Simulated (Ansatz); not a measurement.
System: fcc Pt. Method: r²SCAN0 in Ansatz (plane waves, PAW).

Numerical settings: plane-wave cutoff 520 eV, 14×14×14 k mesh, Fermi–Dirac smearing 0.05 eV, scalar-relativistic PAW data made under PBE.

Results at a series of volumes:

```tsv
V (Å³/atom)	E − E_lowest (meV/atom)	P (GPa)
14.209	35.64	16.99
14.583	7.09	7.72
15.108	0.00	-2.86
15.331	5.50	-6.51
15.705	27.55	-12.23
```

### Question
Estimate the bulk modulus and its pressure derivative from these points.

### Answer
V0 = 14.962 Å³/atom, B0 = 282 GPa, B′ = 5.6 (fit to the energies at full precision).

Measured, for comparison: bulk modulus 289 GPa (corrected for temperature and zero-point phonon effects; as tabulated in Levämäki et al. (2014), arXiv:1402.3671); equilibrium volume per atom 14.98 Å³/atom (static lattice: zero-point anharmonic expansion removed; as tabulated in Mejia-Rodriguez and Trickey (2018), arXiv:1807.09216). Computed (rounded) less measured: bulk modulus -2 %, equilibrium volume per atom -0.1 %.

Spin–orbit coupling is not included.

Static lattice: no zero-point or thermal effects.

Ansatz is a program for electronic structure.
